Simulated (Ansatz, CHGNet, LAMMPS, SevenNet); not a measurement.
**hcp Y, elastic constant C13**

Reference value: 19 ± 4 GPa (measured, 0 K, extrapolated to 0 K; as tabulated in Elastic Constants of Yttrium Single Crystals in the Temperature Range 4.2-400 K).

```json
[
 {"level (code)": "Lennard-Jones jacobson2022 (LAMMPS)", "value (GPa)": "80.6", "cell (Å³/atom)": "32.48", "difference (%)": "+324"},
 {"level (code)": "CHGNet 0.3.0", "value (GPa)": "28.0", "cell (Å³/atom)": "32.91", "difference (%)": "+47"},
 {"level (code)": "CHGNet-r²SCAN", "value (GPa)": "15.2", "cell (Å³/atom)": "33.70", "difference (%)": "-20"},
 {"level (code)": "SevenNet-0", "value (GPa)": "36.2", "cell (Å³/atom)": "32.54", "difference (%)": "+91"},
 {"level (code)": "LDA (Ansatz)", "value (GPa)": "26.4", "cell (Å³/atom)": "29.93", "difference (%)": "+39"},
 {"level (code)": "PBE (Ansatz)", "value (GPa)": "21.1", "cell (Å³/atom)": "32.88", "difference (%)": "+11.1"},
 {"level (code)": "PBEsol (Ansatz)", "value (GPa)": "23.4", "cell (Å³/atom)": "31.33", "difference (%)": "+23"},
 {"level (code)": "r²SCAN (Ansatz)", "value (GPa)": "19.7", "cell (Å³/atom)": "33.48", "difference (%)": "+3.7"},
 {"level (code)": "HSE06 (Ansatz)", "value (GPa)": "18.4", "cell (Å³/atom)": "33.73", "difference (%)": "-3.2"}
]
```

Once the reference is moved by up to 21 % (a margin picked here for doubts on the reference and the settings, and for temperature and zero-point motion) and values within 1.7 % count as equal, the nearest can be HSE06 (-3.2 %), r²SCAN (+3.7 %), PBE (+11.1 %), CHGNet-r²SCAN (-20 %) or PBEsol (+23 %). Among them Lennard-Jones jacobson2022 (+324 %) misses by most. Within the reference's own bar: CHGNet-r²SCAN, PBE, r²SCAN, HSE06.

The reference isn't brought to a static lattice, while the calculations are for one, so the differences are not the levels' errors alone. The crystal itself was run without spin with LDA, PBE, PBEsol, r²SCAN, HSE06; a magnetic state was not tried in these runs. HSE06: hybrids on metals are sensitive to the k mesh. HSE06: the run warned that the count of filled bands differs between k points. Each level is taken at its own relaxed cell. Cutoffs and k meshes differ between the levels. Ansatz's density-functional and Hartree–Fock values are scalar-relativistic unless marked +SOC, with PAW data made under PBE.

Empirical potentials (Lennard-Jones jacobson2022) are fitted to chosen data: where that held the value shown, agreement is built in, and what lay outside the fit can be far off. Machine-learned potentials (CHGNet 0.3.0, CHGNet-r²SCAN, SevenNet-0) are trained on DFT data: a solid inside that data is no test of them.

Differences are worked out from the printed values.

Ansatz is a quantum-chemistry and plane-wave program.
